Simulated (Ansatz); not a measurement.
# C5H5N: the cost of one run

Computed with Ansatz 0.2.0 (the levels named in each step, unless a step's input says otherwise).

## Step 1: The starting structure

Bond lengths: C1–C2 1.196 Å, C2–C3 1.448 Å, C3–C4 1.540 Å, C4–C5 1.440 Å, C5–N6 1.143 Å, C1–H7 1.049 Å, C3–H8 1.093 Å, C3–H9 1.095 Å, C4–H10 1.095 Å, C4–H11 1.093 Å. Angles (14 of 15 angles, heavy atoms first): C1–C2–C3 178.2°, C2–C3–C4 110.4°, C3–C4–C5 110.6°, C4–C5–N6 178.6°, C2–C1–H7 178.7°, C2–C3–H8 109.3°, C2–C3–H9 109.3°, C4–C3–H8 109.8°, C4–C3–H9 109.8°, C3–C4–H10 110.1°, C3–C4–H11 110.1°, C5–C4–H10 108.7°, C5–C4–H11 108.9°, H8–C3–H9 108.2°.

Coordinates:

```xyz
11

C     2.6912    0.9699    0.9224
C     1.7491    0.3014    0.6119
C     0.5859   -0.4709    0.2275
C    -0.5556    0.4623   -0.2186
C    -1.7139   -0.3025   -0.6006
N    -2.6210   -0.9324   -0.8953
H     3.5291    1.5366    1.1987
H     0.8538   -1.1452   -0.5903
H     0.2570   -1.0781    1.0772
H    -0.8327    1.1354    0.5995
H    -0.2351    1.0683   -1.0702
```

## Step 2: A rough first relaxation, PBE-D4/def2-SVP

This run stands in another session on the same molecule. It ended at:

```xyz
11

C     2.7406    0.9833    0.9395
C     1.7724    0.3093    0.6203
C     0.5964   -0.4616    0.2314
C    -0.5746    0.4486   -0.2238
C    -1.7576   -0.3149   -0.6151
N    -2.6923   -0.9508   -0.9209
H     3.6075    1.5627    1.2256
H     0.8576   -1.1627   -0.5904
H     0.2607   -1.0951    1.0806
H    -0.8505    1.1468    0.5942
H    -0.2526    1.0789   -1.0793
```

## Step 3: Relaxation, HF/STO-3G

Input file input.yaml:

```yaml
crystal:
  periodic: [false, false, false]
  atoms:
    - { symbol: C, position_ang: [2.74063285, 0.98331539, 0.93954432] }
    - { symbol: C, position_ang: [1.77242949, 0.30933985, 0.62032589] }
    - { symbol: C, position_ang: [0.5964013, -0.46162324, 0.23135717] }
    - { symbol: C, position_ang: [-0.57457131, 0.44862017, -0.22383722] }
    - { symbol: C, position_ang: [-1.75756341, -0.31489409, -0.61505059] }
    - { symbol: "N", position_ang: [-2.69225459, -0.9508318, -0.92091946] }
    - { symbol: H, position_ang: [3.60749385, 1.56272944, 1.22562317] }
    - { symbol: H, position_ang: [0.85761586, -1.16273578, -0.59043427] }
    - { symbol: H, position_ang: [0.26066212, -1.09507342, 1.08055028] }
    - { symbol: H, position_ang: [-0.85045895, 1.14680388, 0.59416733] }
    - { symbol: H, position_ang: [-0.25261719, 1.07893959, -1.07925662] }
basis:
  gaussian: { orbitals: STO-3G }
hamiltonian:
  xc: hf
relax:
  f_tol: 0.002
  max_steps: 150
```

The run is started by

```sh
$ ansatz run input.yaml --threads 4 --pin off --max-ram 10240MiB --backend cpu --events-out ev --progress --plain --runs-dir out
```

What time and memory should one allow on 4 threads of Arm Neoverse N1, shared host?

About 3.4 s, with a peak of 0.089 GiB.
